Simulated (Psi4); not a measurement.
# CH4FSi (SMILES C[SiH]F) at UPBE0/aug-cc-pVDZ

What is the vertical electron affinity of CH4FSi at UPBE0/aug-cc-pVDZ? 

The results are computed with Psi4 1.11.

4 further runs of the same task are left out: 4 set aside as unsound or not needed. Runs told in other sessions of the task aren't counted.

**1. The structure to begin with**

CH4FSi has 7 atoms, charge 0, and is taken as a doublet. SMILES: `C[SiH]F`. The coordinates come from a PBE0-D4/def2-TZVP relaxation.

Bond lengths: C1–Si2 1.864 Å, Si2–F3 1.609 Å, C1–H4 1.091 Å, C1–H5 1.093 Å, C1–H6 1.094 Å, Si2–H7 1.494 Å. Angles: C1–Si2–F3 108.7°, C1–Si2–H7 111.7°, F3–Si2–H7 106.7°, Si2–C1–H4 111.5°, Si2–C1–H5 109.9°, Si2–C1–H6 110.0°, H4–C1–H5 108.4°, H4–C1–H6 108.5°, H5–C1–H6 108.5°.

**2. Energy and gradient at UPBE0/aug-cc-pVDZ**

ch4fsi.json

```json
{
 "schema_name": "qcschema_input",
 "schema_version": 1,
 "molecule": {
  "schema_name": "qcschema_molecule",
  "schema_version": 2,
  "symbols": ["C", "Si", "F", "H", "H", "H", "H"],
  "geometry": [-1.23493602, 0.73604833, -0.56313839, 1.73363475, -1.12268629, -0.19672049, 1.21074753, -3.42569552, 1.71889488, -2.73046528, -0.39268509, -1.42504247, -0.88854922, 2.38275567, -1.76065783, -1.89104893, 1.3951848, 1.28425787, 3.80080615, 0.4270781, 0.94240642],
  "molecular_charge": 0,
  "molecular_multiplicity": 2,
  "fix_symmetry": "c1",
  "fix_com": true,
  "fix_orientation": true
 },
 "driver": "gradient",
 "model": {
  "method": "pbe0",
  "basis": "aug-cc-pVDZ"
 },
 "keywords": {
  "reference": "uks",
  "puream": true,
  "e_convergence": 1e-09,
  "d_convergence": 1e-08,
  "scf_type": "pk",
  "dft_radial_points": 99,
  "dft_spherical_points": 590,
  "maxiter": 100,
  "scf_properties": ["WIBERG_LOWDIN_INDICES", "QUADRUPOLE", "LOWDIN_CHARGES"]
 }
}
```

On the command line:

```
$ psi4 --qcschema ch4fsi.json -n 1 --memory 2200MB
```

stdout:

```text
[...]
  Running in c1 symmetry.
[...]
  Nuclear repulsion =  106.882452003914793
[...]
  Multiplicity = 2
[...]
  Nalpha       = 17
  Nbeta        = 16
[...]
    Number of basis functions: 109
[...]
   @UKS iter   1:  -429.31389049902901   -3.12957e-01   7.07640e-03 DIIS/ADIIS
[...]
   @UKS iter  12:  -429.60343112637690   -5.62750e-12   4.89935e-09 DIIS
[...]
   @S^2 Observed:                7.516092417E-01
[...]
  @UKS Final Energy:  -429.60343112637690
   => Energetics <=
    Nuclear Repulsion Energy =            106.8824520039147927
    One-Electron Energy =                -806.4859611374856740
    Two-Electron Energy =                 298.7933736790990338
    DFT Exchange-Correlation Energy =     -28.7932956719050317
    Empirical Dispersion Energy =           0.0000000000000000
    VV10 Nonlocal Energy =                  0.0000000000000000
    Total Energy =                       -429.6034311263769041
  UHF NO Occupations:
  HONO-2 :   15  A 1.9998887
  HONO-1 :   16  A 1.9994029
[...]
 Multipole Moments:
 ------------------------------------------------------------------------------------
     Multipole            Electronic (a.u.)      Nuclear  (a.u.)        Total (a.u.)
 ------------------------------------------------------------------------------------
 L = 1.  Multiply by 2.5417464519 to convert [e a0] to [Debye]
 Dipole X            :        -26.2985614           26.0487409           -0.2498205
 Dipole Y            :         38.9120377          -38.3202443            0.5917934
 Dipole Z            :         -8.6852941            8.3781007           -0.3071933
 Magnitude           :                                                    0.7120376
 L = 2.  Multiply by 1.3450342976 to convert [e a0^2] to [Debye ang]
 Quadrupole XX       :       -110.0003909           90.6875941          -19.3127968
 Quadrupole XY       :         72.7643569          -72.0914029            0.6729540
[...]
  -Total Gradient:
     Atom            X                  Y                   Z
    ------   -----------------  -----------------  -----------------
       1        0.001018163554    -0.000375547108     0.000529217825
       2       -0.006583954796    -0.018531745691     0.019761516460
       3        0.005171644160     0.023025704790    -0.019026173148
       4        0.003183987814     0.002295697359     0.001819426803
       5       -0.000681385949    -0.003236376216     0.002363406103
       6        0.001208634324    -0.001263912542    -0.003824261035
       7       -0.003282849084    -0.001911137197    -0.001579927108
[...]
```

The result, in JSON:

```text
{
 "driver": "gradient",
 "model": {
  "method": "pbe0",
  "basis": "aug-cc-pVDZ"
 },
 "success": true,
 "return_result": [0.0010181635537819395, -0.0003755471083944084, 0.0005292178248356792, -0.0065839547960901135, -0.01853174569109551, 0.01976151646030018, 0.0051716441595446305, 0.023025704789770146, -0.01902617314796557, 0.0031839878142235767, 0.0022956973594376873, 0.001819426803436601, -0.0006813859490151686, -0.0032363762160524945, 0.0023634061029721154, 0.0012086343239078381, -0.0012639125423513434, -0.0038242610353665663, -0.003282849083592637, -0.0019111371974519509, -0.0015799271080483915],
 "properties": {
  "calcinfo_nbasis": 109,
  "calcinfo_nmo": 109,
  "calcinfo_nalpha": 17,
  "calcinfo_nbeta": 16,
  "calcinfo_natom": 7,
  "nuclear_repulsion_energy": 106.88245200391479,
  "return_energy": -429.6034311263769,
  "return_gradient": [0.0010181635537819395, -0.0003755471083944084, 0.0005292178248356792, -0.0065839547960901135, -0.01853174569109551, 0.01976151646030018, 0.0051716441595446305, 0.023025704789770146, -0.01902617314796557, 0.0031839878142235767, 0.0022956973594376873, 0.001819426803436601, -0.0006813859490151686, -0.0032363762160524945, 0.0023634061029721154, 0.0012086343239078381, -0.0012639125423513434, -0.0038242610353665663, -0.003282849083592637, -0.0019111371974519509, -0.0015799271080483915],
  "scf_one_electron_energy": -806.4859611374857,
  "scf_two_electron_energy": 298.79337367909903,
  "scf_xc_energy": -28.79329567190503,
  "scf_dipole_moment": [-0.24982049099858017, 0.5917934149638597, -0.30719334982053503],
  "scf_total_energy": -429.6034311263769,
  "scf_total_gradient": [0.0010181635537819395, -0.0003755471083944084, 0.0005292178248356792, -0.0065839547960901135, -0.01853174569109551, 0.01976151646030018, 0.0051716441595446305, 0.023025704789770146, -0.01902617314796557, 0.0031839878142235767, 0.0022956973594376873, 0.001819426803436601, -0.0006813859490151686, -0.0032363762160524945, 0.0023634061029721154, 0.0012086343239078381, -0.0012639125423513434, -0.0038242610353665663, -0.003282849083592637, -0.0019111371974519509, -0.0015799271080483915],
  "scf_iterations": 12
 }
}
```

It took 36 s on 1 thread of Intel Xeon 6975P-C (Granite Rapids), shared host; peak memory 0.97 GiB.

**3. The singlet anion**

input.json

```json
{
  "schema_name": "qcschema_input",
  "schema_version": 1,
  "molecule": {
    "schema_name": "qcschema_molecule",
    "schema_version": 2,
    "symbols": ["C", "Si", "F", "H", "H", "H", "H"],
    "geometry": [-1.23493602, 0.73604833, -0.56313839, 1.73363475, -1.12268629, -0.19672049, 1.21074753, -3.42569552, 1.71889488, -2.73046528, -0.39268509, -1.42504247, -0.88854922, 2.38275567, -1.76065783, -1.89104893, 1.3951848, 1.28425787, 3.80080615, 0.4270781, 0.94240642],
    "molecular_charge": -1,
    "molecular_multiplicity": 1,
    "fix_symmetry": "c1"
  },
  "driver": "gradient",
  "model": {
    "method": "pbe0",
    "basis": "aug-cc-pVDZ"
  },
  "keywords": {
    "reference": "rks",
    "puream": true,
    "e_convergence": 1e-09,
    "d_convergence": 1e-08,
    "scf_type": "pk",
    "dft_radial_points": 99,
    "dft_spherical_points": 590
  }
}
```

On the command line:

```
$ psi4 --qcschema input.json -n 1 --memory 2200MB
```

stdout:

```text
[...]
  Running in c1 symmetry.
[...]
  Nuclear repulsion =  106.882452003914793
[...]
  Multiplicity = 1
[...]
  Nalpha       = 17
  Nbeta        = 17
[...]
    Number of basis functions: 109
[...]
   @RKS iter   1:  -429.22078927898929   -2.19856e-01   7.81159e-03 ADIIS/DIIS
[...]
   @RKS iter  13:  -429.62262783938070   -1.90994e-11   3.23465e-09 DIIS
[...]
    Orbital Energies [Eh]
    ---------------------
    Doubly Occupied:
       1A    -66.066413     2A    -24.575726     3A    -10.046327
       4A     -5.131284     5A     -3.467954     6A     -3.464180
       7A     -3.462067     8A     -1.016698     9A     -0.550607
      10A     -0.351076    11A     -0.269879    12A     -0.262216
      13A     -0.246396    14A     -0.242106    15A     -0.224406
      16A     -0.139971    17A      0.039255
[...]
  @RKS Final Energy:  -429.62262783938070
   => Energetics <=
    Nuclear Repulsion Energy =            106.8824520039147927
    One-Electron Energy =                -813.4935643907156191
    Two-Electron Energy =                 305.9336402503618615
    DFT Exchange-Correlation Energy =     -28.9451557029416868
    Empirical Dispersion Energy =           0.0000000000000000
    VV10 Nonlocal Energy =                  0.0000000000000000
    Total Energy =                       -429.6226278393806979
[...]
 Multipole Moments:
 ------------------------------------------------------------------------------------
     Multipole            Electronic (a.u.)      Nuclear  (a.u.)        Total (a.u.)
 ------------------------------------------------------------------------------------
 L = 1.  Multiply by 2.5417464519 to convert [e a0] to [Debye]
 Dipole X            :          1.7263868           -2.7379416           -1.0115548
 Dipole Y            :         -5.1556437            5.5794419            0.4237982
 Dipole Z            :          3.0577919           -1.7976209            1.2601709
 Magnitude           :                                                    1.6705924
[...]
  -Total Gradient:
     Atom            X                  Y                   Z
    ------   -----------------  -----------------  -----------------
       1        0.010974569808    -0.010407151288    -0.017123752987
       2       -0.036182084532    -0.003849709927     0.089576606856
       3        0.015947034130     0.035765441576    -0.050165633853
       4        0.000711950162     0.002986469270     0.002159211796
       5       -0.002223326768    -0.003031501302     0.003184953581
       6        0.010800763169    -0.007243158738    -0.007555189531
       7        0.000005685513    -0.014217824958    -0.020033186688
[...]
```

The result, in JSON:

```text
{
 "driver": "gradient",
 "model": {
  "method": "pbe0",
  "basis": "aug-cc-pVDZ"
 },
 "success": true,
 "return_result": [0.010974569808008983, -0.010407151287721017, -0.017123752987364693, -0.036182084531558564, -0.003849709927228502, 0.08957660685601035, 0.015947034129772344, 0.03576544157595966, -0.05016563385326213, 0.0007119501622628588, 0.002986469269633571, 0.0021592117963846885, -0.0022233267678466594, -0.0030315013021897097, 0.003184953580749314, 0.010800763169393053, -0.007243158738269639, -0.007555189531113254, 5.68551297615294e-06, -0.014217824958053363, -0.020033186687914015],
 "properties": {
  "calcinfo_nbasis": 109,
  "calcinfo_nmo": 109,
  "calcinfo_nalpha": 17,
  "calcinfo_nbeta": 17,
  "calcinfo_natom": 7,
  "nuclear_repulsion_energy": 106.88245200391479,
  "return_energy": -429.6226278393807,
  "return_gradient": [0.010974569808008983, -0.010407151287721017, -0.017123752987364693, -0.036182084531558564, -0.003849709927228502, 0.08957660685601035, 0.015947034129772344, 0.03576544157595966, -0.05016563385326213, 0.0007119501622628588, 0.002986469269633571, 0.0021592117963846885, -0.0022233267678466594, -0.0030315013021897097, 0.003184953580749314, 0.010800763169393053, -0.007243158738269639, -0.007555189531113254, 5.68551297615294e-06, -0.014217824958053363, -0.020033186687914015],
  "scf_one_electron_energy": -813.4935643907156,
  "scf_two_electron_energy": 305.93364025036186,
  "scf_xc_energy": -28.945155702941687,
  "scf_dipole_moment": [-1.0115548246460122, 0.4237982128094675, 1.2601709115775916],
  "scf_total_energy": -429.6226278393807,
  "scf_total_gradient": [0.010974569808008983, -0.010407151287721017, -0.017123752987364693, -0.036182084531558564, -0.003849709927228502, 0.08957660685601035, 0.015947034129772344, 0.03576544157595966, -0.05016563385326213, 0.0007119501622628588, 0.002986469269633571, 0.0021592117963846885, -0.0022233267678466594, -0.0030315013021897097, 0.003184953580749314, 0.010800763169393053, -0.007243158738269639, -0.007555189531113254, 5.68551297615294e-06, -0.014217824958053363, -0.020033186687914015],
  "scf_iterations": 13
 }
}
```

It took 29 s on 1 thread of Intel Xeon 6975P-C (Granite Rapids), shared host; peak memory 0.97 GiB.

**4. Summary of results**

Level: UPBE0/aug-cc-pVDZ.

| quantity | value |
| --- | --- |
| doublet CH4FSi: total energy | -429.60343 Eh |
| doublet CH4FSi: dipole moment | 1.81 D |
| doublet CH4FSi: HOMO energy (highest over α and β) | -6.13 eV |
| doublet CH4FSi: LUMO energy (lowest over α and β) | -2.23 eV |
| doublet CH4FSi: ⟨S²⟩ | 0.752 |
| doublet CH4FSi: largest force on an atom | 1.559 eV/Å |
| singlet anion: total energy | -429.62263 Eh |
| singlet anion: HOMO energy | 1.07 eV |
| singlet anion: LUMO energy | 2.96 eV |
| singlet anion: HOMO–LUMO gap (to an unbound level, set by the basis) | 1.90 eV |
| singlet anion: largest force on an atom | 4.972 eV/Å |
| vertical electron affinity (to the singlet anion) | 0.522 eV |

In words: At fixed nuclei the extra electron is bound by 0.52 eV (50.4 kJ/mol). The largest force (doublet CH4FSi) is 1.56 eV/Å: the shape isn't a stationary point for this species at this level. The HOMO (singlet anion) lies at positive energy, 1.07 eV, from the functional's self-interaction, a short basis or an electron that isn't bound; only total energies against the neutral tell.
